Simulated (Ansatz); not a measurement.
# Correlation methods on C2H, doublet

Computed with Ansatz's Gaussian-basis code (development build); BCCD by scripts on PySCF. Basis STO-3G, 2 core orbitals frozen, nonrelativistic. Perturbation and coupled-cluster methods stand on the Hartree–Fock determinant that coupled cluster favours (restricted); RHF here means ROHF, with semicanonical perturbation theory. The state met can differ between shapes. The basis is small, far from the limit.

Shape A:

```xyz
3

C     0.0000    0.0000    0.0000
H     0.0000    0.0000   -1.0470
C     0.0000    0.0000    1.6429
```

Shape B. A bond is stretched, to 2.05 times the sum of the covalent radii.

```csv
atom,x (Å),y (Å),z (Å)
C,0.0000,0.0000,0.0000
H,0.0000,0.0000,-2.1987
C,0.0000,0.0000,1.2170
```

Shape C:

```xyz
3

C     0.0000    0.0000    0.0000
H     0.0000    0.0000   -1.0470
C     0.0000    0.0000    1.1805
```

Correlation energy of CCSD(T), then each method's total less that of CCSD(T), in eV:

| case | E corr CCSD(T) | CCSD | BCCD | BCCD(T) | determinant |
| --- | --- | --- | --- | --- | --- |
| A | -5.315 | +0.084 | +0.194 | +0.023 | – |
| B | -7.289 | +0.341 | +0.245 | -0.028 | – |
| C | -4.242 | +0.019 | +0.019 | 0.000 | – |

(1) How far does full CI lie from CCSD(T) in each case, and where is CCSD(T) within 1 kcal/mol (0.043 eV)?

(2) Which method comes nearest to full CI in total energy for A?

Results:

(1) A: -0.111 eV (outside); B: -0.038 eV (within); C: -0.049 eV (outside).

(2) CCSD(T), 0.111 eV away; next BCCD(T) (0.134 eV), last BCCD (0.305 eV).
